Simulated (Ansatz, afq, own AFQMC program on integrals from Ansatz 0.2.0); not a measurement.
## Where AFQMC and coupled cluster stand for HBrO, triplet

```yaml
atoms:
  - { symbol: Br, position_ang: [0.0000, 0.0000, -1.4260] }
  - { symbol: H, position_ang: [0.0000, 0.0000, 0.0940] }
  - { symbol: O, position_ang: [0.0000, 0.0000, 1.3320] }
```

Connectivity, by distances: BrH ··· O.

Basis cc-pVTZ. Only valence electrons are correlated. Ansatz 0.2.0 and our own AFQMC program on the same integrals; the CISD trial comes from CCSD amplitudes, and released means the phaseless constraint is let go. ± is one standard error of the sampling. No spin–orbit coupling.

Determinant: UHF, the one that the program's search chose, which needn't be the lowest solution. The geometry is a point of a scan.

No full CI on the walks' own integrals is used here; CCSDT(Q) serves as the reference and is uncertain by about the last step of the cluster series.

Cautions: no relativity below Rb; no spin-orbit coupling; inner d shell frozen; lower spins were not checked; unrestricted determinant slightly spin contaminated (⟨S²⟩ 2.06 against 2.00).

The T1 diagnostic is 0.0234 and the weight of the determinant in the CISD state is 0.868. The ⟨S²⟩ of the determinant is 2.055 and the size of the correlated space is 14 electrons in 72 orbitals.

Reference: CCSDT(Q), correlation energy -10.583 eV. The released energy is read at 1.62 1/Eh, later times being too noisy (meV from the phaseless value at times in 1/Eh: -14 ± 4 at 0.24, -16 ± 5 at 0.51, -26 ± 8 at 0.99, -28 ± 8 at 1.62, -43 ± 14 at 2.40).

| level | E − E(reference) (kJ/mol) | share of correlation (%) |
| --- | --- | --- |
| HF | 1021.1 | 0.00 |
| MP2 | 134.6 | 86.82 |
| CCSD | 37.6 | 96.32 |
| CCSD(T) | 4.7 | 99.54 |
| CCSDT | 1.6 | 99.85 |
| ph-AFQMC/CISD | 2.8 ± 0.4 | 99.73 |
| released AFQMC | 0.1 ± 0.7 | 99.99 |

A walk keeps the symmetry of its determinant, which the program's search chose and which needn't be the lowest solution, so a lower state of the same spin and another symmetry isn't excluded. Released energies are given only where the last usable release times agree within the noise; a slower fall can still hide under it.
